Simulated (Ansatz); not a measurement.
C3H9N, SMILES `CN(C)C` (charge 0, multiplicity 1).

These are LDA/cc-pVTZ // PBE0-D3(BJ)/def2-TZVP (Ansatz, a first-principles code) values and carry that method's errors.

Ansatz 0.2 input:
```yaml
crystal:
  periodic: [false, false, false]
  atoms:
    - { symbol: C, position_ang: [0.448534, -1.254045, 0.346676] }
    - { symbol: N, position_ang: [0.124672, -0.095586, -0.448433] }
    - { symbol: C, position_ang: [0.877937, 1.059483, -0.027122] }
    - { symbol: C, position_ang: [-1.292786, 0.168737, -0.440711] }
    - { symbol: H, position_ang: [0.192202, -1.125877, 1.415467] }
    - { symbol: H, position_ang: [1.518407, -1.464385, 0.279928] }
    - { symbol: H, position_ang: [-0.093256, -2.125792, -0.02728] }
    - { symbol: H, position_ang: [0.65391, 1.361272, 1.013637] }
    - { symbol: H, position_ang: [0.655259, 1.907401, -0.67887] }
    - { symbol: H, position_ang: [1.948152, 0.851017, -0.094251] }
    - { symbol: H, position_ang: [-1.51726, 1.015969, -1.092734] }
    - { symbol: H, position_ang: [-1.679701, 0.4036, 0.569034] }
    - { symbol: H, position_ang: [-1.836066, -0.701794, -0.815341] }
basis:
  gaussian: { orbitals: cc-pVTZ }
hamiltonian:
  xc: lda
```

Output:

```
Functional definition: SPW92
1207 factors; their error is unknown
mean field evaluation 1: about -4689.9304 eV, gradient 8.2e1 eV
mean field evaluation 2: about -4647.3342 eV, gradient 1.5e2 eV
mean field evaluation 4: about -4705.5417 eV, gradient 1.2e1 eV
mean field evaluation 8: about -4705.8069 eV, gradient 3.6e-1 eV
mean field evaluation 16: about -4705.7796 eV, gradient 2.0e-4 eV
mean field -4705.77956448 eV, -172.9342093025 hartree, gradient 2.0e-5 eV, S^2 0.000000; 0 other end points of the search recorded, 0 dependent functions left out
reference -4705.77960293 eV, -172.9342107157 hartree; 17, 17 occupied and 229, 229 virtual orbitals, 1207 factors
Total energy: -4705.77960293 eV, -172.9342107157 hartree
```
